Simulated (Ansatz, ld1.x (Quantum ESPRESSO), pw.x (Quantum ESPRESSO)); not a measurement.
**Ba: one change to the TM potential, in the atom and in the bcc crystal**

Ba, norm-conserving Troullier–Martins (Kleinman–Bylander form), made with ld1.x (Quantum ESPRESSO) 7.5 (PBE, scalar-relativistic). Core [Xe], reference 5d0 6s1.75 6p0.25. Waves: 6p (bound): rc 4.20 bohr; 5d (bound, empty): rc 3.50 bohr; 6s (bound): rc 3.80 bohr. Local part: the s channel. Core correction: Bessel-smoothed model core inside 3.65 bohr.

Change: wave 6p (bound): rc 4.20 bohr becomes 6p (bound): rc 3.12 bohr.

Cutoffs, loose and tight: the cutoffs (Ry, on a coarse ladder) from which the occupation-weighted sum of valence levels, in a spherical-Bessel basis at the reference potential, stays within 10 and 1 mRy of its value at 400 Ry. They do not see the model core or the augmentation charge, which bear on the density cutoff. Test errors are all-electron minus pseudo excitation energies from the reference, over the configurations 5d0 6s2 6p0; 5d0 6s1 6p0; 5d0 6s1.5 6p0; 5d1 6s0 6p0; 5d0.5 6s1.5 6p0; 5d0 6s0 6p2; 5d1 6s1 6p0; variants that change the core or the reference have their own tests.

Crystal test: bcc Ba in pw.x 7.5, no spin, 9³ k-points, Fermi–Dirac smearing 0.01 Ry, cutoffs set for each file from its atomic test. The reference is all-electron LAPW (Ansatz 0.2.0) with the same functional, mesh and smearing; V0 and B0 come from Birch–Murnaghan fits to the pressures at five volumes. Errors are pseudo minus all-electron; Δ is the rms difference of the E(V) curves that follow from these fits, minima aligned, over ±6 % about the mean V0. Mesh and smearing are coarse, so the numbers serve the comparison and aren't converged zero-temperature values; the lattice is a test structure that the element need not adopt.

All-electron: a0 = 5.031 Å (V0 = 63.67 Å³/atom), B0 = 8.4 GPa.

Problem. Does the change bring the crystal closer to the all-electron result?

Solution. The mean pressure error goes from +0.44 to -4.80 GPa, so the change moves the solid further from the all-electron pressures.

```tsv
quantity	base	changed
outcome (atom)	generated	generated
cutoff, loose (atom)	6 Ry	21 Ry
cutoff, tight (atom)	6 Ry	30 Ry
bound ghosts (atom)	none	p
largest test error (meV) (atom)	-53	-45
cutoffs in pw.x (Ry)	50/200	50/200
a0 (Å)	5.106	–
a0 error (%)	+1.48	–
B0 error (%)	+7.6	–
Δ (meV/atom)	5.6	–
mean pressure error (GPa)	+0.44	-4.80
```

A dash: not determined, or the minimum lies outside the volumes sampled.

Base: This is a poor potential for the solid. Changed file: This is a poor potential for the solid. The pseudo pressure rises with volume over the whole range, a mechanical instability. Note: ghost state, extra bound levels that the all-electron valence spectrum of the same l lacks: p at -18.6 eV. A true bound ghost makes a file unfit for plane-wave use. The atomic cutoffs weigh occupied waves only.
